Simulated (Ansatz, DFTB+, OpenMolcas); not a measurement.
## Strength of the O–O bond: HNO3 → OH + NO2

Species: HNO3 (peroxynitrous acid) `O=NOO`, singlet; OH, doublet; NO2 (nitrogen dioxide) `[O]N=O`, doublet. 

Shapes, held fixed at every level: PBE0-D4/def2-TZVP. Flexible molecules stand in one conformer, not always the lowest. Programs: Ansatz 0.2.0, DFTB+ 25.1, OpenMolcas 26.06. A level may come from different programs for different species; with the same settings they agree closely. The zero-point and thermal change to 298 K, harmonic and unscaled (PBE0-D4/def2-TZVP), is -11.3 kJ/mol.

```tsv
level	kind	ΔH(298 K) (kJ/mol)	less CCSD(T)/CBS estimate
MP2/def2-TZVPP	perturbation theory	+70.2	-19.2
DFTB1	semi-empirical	+100.3	+10.9
HF/def2-TZVPP	Hartree–Fock	-79.0	-168.4
SPW92/def2-TZVPP	LDA	+184.6	+95.2
B3LYP/6-31G* (spherical functions)	global hybrid	+82.3	-7.1
r2SCAN0-D4/def2-TZVPP	global hybrid	+44.0	-45.4
wB97X-V/def2-TZVPP	range-separated hybrid	+79.9	-9.5
B2PLYP/def2-TZVPP	double hybrid	+60.1	-29.3
CCSD(T)/CBS estimate	coupled cluster or CI	+89.4	0.0
```

The highest level, CCSD(T)/CBS estimate, gives ΔH(298 K) = +89.4 kJ/mol; the levels span -79.0 to +184.6. They disagree on the sign: 8 of 9 are positive. The column of differences is taken from that level and isn't an error. Hartree–Fock misses the correlation of the pair that is broken and comes out low. No measured value is set beside it here. T1 is large for HNO3 (0.025), so single-reference values are less sure there. Open shells run unrestricted. The CBS estimate extrapolates MP2 from def2-TZVPP and def2-QZVPP and adds CCSD(T) − MP2 in the triple-zeta set, cores frozen.
